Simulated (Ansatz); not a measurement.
Species: BCl2, charge 0, doublet. BCl2 (SMILES Cl[B]Cl, doublet).
B3LYP-D3(BJ)/def2-TZVP minimum from Ansatz (a quantum-chemistry and plane-wave program):
```xyz
3

B     -0.0053     0.6863    -0.0382
Cl     1.5376    -0.0889     0.0100
Cl    -1.5361    -0.1130     0.0012
```
Charge 0, spin multiplicity 2.

Property: atomisation energy (electronic, to ground-state atoms), in kcal/mol. UHF or UKS for unpaired electrons; spin-orbit terms are left out. CBS(X,Y): correlation extrapolated as X^-3, Hartree-Fock from the larger set (Q,5: extrapolated as (X+1)exp(-9√X)). A bracket is a step between two methods taken in the basis named. Functionals run without relativity, which enters their misses. 'core' is core correlation in cc-pwCVTZ (1s frozen past Ne), 'X2C' scalar relativity in cc-pVTZ-DK, both at CCSD(T). For partners of very few electrons the exact lower level stands in for a higher one.

CCSD(T)/CBS(cc-pV(Q+d)Z,cc-pV(5+d)Z) + [CCSDT(Q) - CCSD(T)]/cc-pV(T+d)Z + core + X2C (Ansatz) gives 204.6 kcal/mol.

What does PBE/def2-TZVPD (Ansatz) give here, and how do the other levels compare?

PBE gives 217.1 kcal/mol, 12.5 kcal/mol above it. Differences of the others: r2SCAN/def2-TZVPD (Ansatz) 11.2; B3LYP/def2-TZVPD (Ansatz) -3.9; PBE0/def2-TZVPD (Ansatz) 7.1; CCSD(T)/CBS(cc-pV(Q+d)Z,cc-pV(5+d)Z) + core + X2C (Ansatz) -0.2 kcal/mol. Nearer than PBE: r2SCAN/def2-TZVPD, B3LYP/def2-TZVPD, PBE0/def2-TZVPD, CCSD(T)/CBS(cc-pV(Q+d)Z,cc-pV(5+d)Z) + core + X2C.
